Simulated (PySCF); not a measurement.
Atomic charges against the basis set

Compound: C4H6F2.
Cartesian coordinates in Å at the PBE0-D3(BJ)/def2-SVP level; atoms count from 1:
```
atom  x, y, z in Å
C1    -1.570    0.104    0.299
C2    -0.386   -0.335   -0.535
F3    -0.642   -1.607   -1.021
C4     0.892   -0.374    0.240
C5     1.907    0.466    0.070
F6     1.885    1.442   -0.835
H7    -1.693   -0.559    1.169
H8    -2.490    0.064   -0.301
H9    -1.427    1.132    0.661
H10   -0.266    0.333   -1.405
H11    0.991   -1.146    1.008
H12    2.838    0.447    0.644
```

PBE0 throughout (PySCF), one geometry, spherical d and f functions. One conformer (not necessarily the lowest) at the PBE0-D3(BJ)/def2-SVP geometry, without solvent, vibrations or thermal averaging. Atoms taken as equivalent share a column and are averaged. The first 7 of 10 kinds of atom are listed.

Mulliken charges (e):

| basis | functions | C1 | C2 | F3 | C4 | C5 | F6 | H7/H8/H9 |
| --- | --- | --- | --- | --- | --- | --- | --- | --- |
| STO-3G | 36 | -0.243 | +0.040 | -0.118 | -0.132 | +0.017 | -0.067 | +0.085 |
| 6-31G | 66 | -0.507 | +0.106 | -0.351 | -0.189 | +0.143 | -0.309 | +0.181 |
| pcSseg-0 | 66 | -0.641 | +0.037 | -0.391 | -0.320 | +0.184 | -0.348 | +0.243 |
| 6-31G* | 96 | -0.562 | +0.202 | -0.357 | -0.248 | +0.164 | -0.294 | +0.186 |
| cc-pVDZ | 114 | -0.068 | +0.166 | -0.248 | -0.153 | +0.207 | -0.166 | +0.052 |
| def2-SVP | 114 | -0.069 | +0.208 | -0.282 | -0.157 | +0.201 | -0.206 | +0.053 |
| aug-cc-pVDZ | 192 | +0.176 | +0.945 | -0.564 | +0.714 | +0.666 | -0.492 | -0.086 |
| 6-311+G(2d,p) | 198 | -0.562 | +0.158 | -0.261 | +0.092 | -0.021 | -0.271 | +0.158 |
| def2-TZVP | 222 | -0.371 | +0.173 | -0.226 | -0.207 | +0.078 | -0.184 | +0.129 |
| cc-pVTZ | 264 | -0.293 | +0.218 | -0.231 | -0.226 | +0.084 | -0.161 | +0.102 |
| IGLO-III | 270 | -0.355 | +0.119 | -0.263 | -0.127 | +0.142 | -0.232 | +0.130 |

IAO charges (e):

```json
{"basis": "STO-3G", "functions": "36", "C1": "-0.410", "C2": "+0.027", "F3": "-0.142", "C4": "-0.219", "C5": "+0.019", "F6": "-0.085", "H7/H8/H9": "+0.139"}
{"basis": "6-31G", "functions": "66", "C1": "-0.446", "C2": "+0.152", "F3": "-0.314", "C4": "-0.215", "C5": "+0.114", "F6": "-0.249", "H7/H8/H9": "+0.157"}
{"basis": "pcSseg-0", "functions": "66", "C1": "-0.440", "C2": "+0.142", "F3": "-0.301", "C4": "-0.225", "C5": "+0.122", "F6": "-0.238", "H7/H8/H9": "+0.154"}
{"basis": "6-31G*", "functions": "96", "C1": "-0.427", "C2": "+0.186", "F3": "-0.322", "C4": "-0.223", "C5": "+0.149", "F6": "-0.256", "H7/H8/H9": "+0.147"}
{"basis": "cc-pVDZ", "functions": "114", "C1": "-0.426", "C2": "+0.185", "F3": "-0.324", "C4": "-0.225", "C5": "+0.146", "F6": "-0.257", "H7/H8/H9": "+0.147"}
{"basis": "def2-SVP", "functions": "114", "C1": "-0.416", "C2": "+0.186", "F3": "-0.326", "C4": "-0.220", "C5": "+0.149", "F6": "-0.257", "H7/H8/H9": "+0.144"}
{"basis": "aug-cc-pVDZ", "functions": "192", "C1": "-0.436", "C2": "+0.185", "F3": "-0.340", "C4": "-0.224", "C5": "+0.146", "F6": "-0.271", "H7/H8/H9": "+0.152"}
{"basis": "6-311+G(2d,p)", "functions": "198", "C1": "-0.438", "C2": "+0.184", "F3": "-0.340", "C4": "-0.223", "C5": "+0.146", "F6": "-0.271", "H7/H8/H9": "+0.153"}
{"basis": "def2-TZVP", "functions": "222", "C1": "-0.438", "C2": "+0.188", "F3": "-0.339", "C4": "-0.225", "C5": "+0.151", "F6": "-0.271", "H7/H8/H9": "+0.153"}
{"basis": "cc-pVTZ", "functions": "264", "C1": "-0.440", "C2": "+0.188", "F3": "-0.337", "C4": "-0.226", "C5": "+0.149", "F6": "-0.268", "H7/H8/H9": "+0.153"}
{"basis": "IGLO-III", "functions": "270", "C1": "-0.439", "C2": "+0.185", "F3": "-0.341", "C4": "-0.224", "C5": "+0.148", "F6": "-0.272", "H7/H8/H9": "+0.154"}
```

Hirshfeld charges (e):

```json
{"basis": "STO-3G", "functions": "36", "C1": "-0.049", "C2": "+0.094", "F3": "-0.092", "C4": "-0.086", "C5": "+0.036", "F6": "-0.022", "H7/H8/H9": "+0.019"}
{"basis": "6-31G", "functions": "66", "C1": "-0.107", "C2": "+0.079", "F3": "-0.141", "C4": "-0.076", "C5": "+0.042", "F6": "-0.087", "H7/H8/H9": "+0.043"}
{"basis": "pcSseg-0", "functions": "66", "C1": "-0.111", "C2": "+0.080", "F3": "-0.134", "C4": "-0.078", "C5": "+0.047", "F6": "-0.076", "H7/H8/H9": "+0.041"}
{"basis": "6-31G*", "functions": "96", "C1": "-0.107", "C2": "+0.073", "F3": "-0.131", "C4": "-0.080", "C5": "+0.041", "F6": "-0.075", "H7/H8/H9": "+0.041"}
{"basis": "cc-pVDZ", "functions": "114", "C1": "-0.119", "C2": "+0.064", "F3": "-0.115", "C4": "-0.083", "C5": "+0.039", "F6": "-0.064", "H7/H8/H9": "+0.043"}
{"basis": "def2-SVP", "functions": "114", "C1": "-0.122", "C2": "+0.067", "F3": "-0.122", "C4": "-0.081", "C5": "+0.044", "F6": "-0.071", "H7/H8/H9": "+0.045"}
{"basis": "aug-cc-pVDZ", "functions": "192", "C1": "-0.131", "C2": "+0.054", "F3": "-0.124", "C4": "-0.084", "C5": "+0.043", "F6": "-0.078", "H7/H8/H9": "+0.050"}
{"basis": "6-311+G(2d,p)", "functions": "198", "C1": "-0.122", "C2": "+0.055", "F3": "-0.128", "C4": "-0.084", "C5": "+0.045", "F6": "-0.082", "H7/H8/H9": "+0.048"}
{"basis": "def2-TZVP", "functions": "222", "C1": "-0.126", "C2": "+0.056", "F3": "-0.124", "C4": "-0.083", "C5": "+0.044", "F6": "-0.078", "H7/H8/H9": "+0.048"}
{"basis": "cc-pVTZ", "functions": "264", "C1": "-0.127", "C2": "+0.057", "F3": "-0.121", "C4": "-0.083", "C5": "+0.043", "F6": "-0.074", "H7/H8/H9": "+0.048"}
{"basis": "IGLO-III", "functions": "270", "C1": "-0.130", "C2": "+0.054", "F3": "-0.124", "C4": "-0.083", "C5": "+0.044", "F6": "-0.078", "H7/H8/H9": "+0.050"}
```

ESP-fitted charges (e):

```csv
basis,functions,C1,C2,F3,C4,C5,F6,H7/H8/H9
STO-3G,36,-0.515,+0.468,-0.182,-0.374,+0.068,-0.047,+0.132
6-31G,66,-0.640,+0.723,-0.348,-0.544,+0.152,-0.184,+0.167
pcSseg-0,66,-0.736,+0.831,-0.369,-0.615,+0.162,-0.183,+0.186
6-31G*,96,-0.569,+0.582,-0.276,-0.474,+0.042,-0.107,+0.150
cc-pVDZ,114,-0.552,+0.611,-0.288,-0.482,+0.054,-0.115,+0.145
def2-SVP,114,-0.573,+0.644,-0.303,-0.500,+0.088,-0.132,+0.149
aug-cc-pVDZ,192,-0.710,+0.723,-0.324,-0.545,+0.083,-0.137,+0.185
"6-311+G(2d,p)",198,-0.708,+0.713,-0.327,-0.537,+0.059,-0.134,+0.186
def2-TZVP,222,-0.687,+0.693,-0.312,-0.532,+0.062,-0.128,+0.179
cc-pVTZ,264,-0.653,+0.656,-0.300,-0.507,+0.052,-0.121,+0.171
IGLO-III,270,-0.688,+0.687,-0.316,-0.522,+0.064,-0.132,+0.181
```

Some averages cover members that differ in this geometry, most widely: H7/H8/H9, Mulliken in aug-cc-pVDZ -0.111 to -0.071; H7/H8/H9, ESP-fitted in aug-cc-pVDZ +0.170 to +0.196 e.

Problem. Which scheme is steadiest as the basis changes?

Solution. Largest range over the bases for any column: Hirshfeld 0.08 e, IAO 0.20 e, ESP-fitted 0.36 e, Mulliken 1.03 e. Hirshfeld charges move least and Mulliken charges most, counted in e. Without the minimal STO-3G basis the ranges are Hirshfeld 0.03, IAO 0.05, ESP-fitted 0.25, Mulliken 1.03 e.

Problem. How much do the charges still move between the two largest bases, cc-pVTZ and IGLO-III?

Solution. At most, over all atoms: Mulliken 0.099 e, IAO 0.004 e, Hirshfeld 0.005 e, ESP-fitted 0.035 e.

Problem. What do the same runs give for the total energy, the frontier levels and the dipole moment?

Solution. 
```
        basis  energy (Eh)  HOMO (eV)  LUMO (eV)  μ (D)
       STO-3G    -350.5637      -4.62       3.56   1.07
        6-31G    -355.2231      -7.58       0.28   2.05
     pcSseg-0    -354.4960      -7.82       0.05   2.12
       6-31G*    -355.2992      -7.35       0.51   1.72
      cc-pVDZ    -355.3285      -7.50       0.30   1.72
     def2-SVP    -355.0446      -7.61       0.20   1.79
  aug-cc-pVDZ    -355.3583      -7.73      -0.14   1.82
6-311+G(2d,p)    -355.4247      -7.75      -0.12   1.87
    def2-TZVP    -355.4579      -7.70       0.01   1.80
      cc-pVTZ    -355.4424      -7.65       0.09   1.76
     IGLO-III    -355.4655      -7.73      -0.07   1.82
```

The dipole is fixed by the density alone, so its range of 1.05 D shows that the density itself changes with the basis, not only its division among atoms.
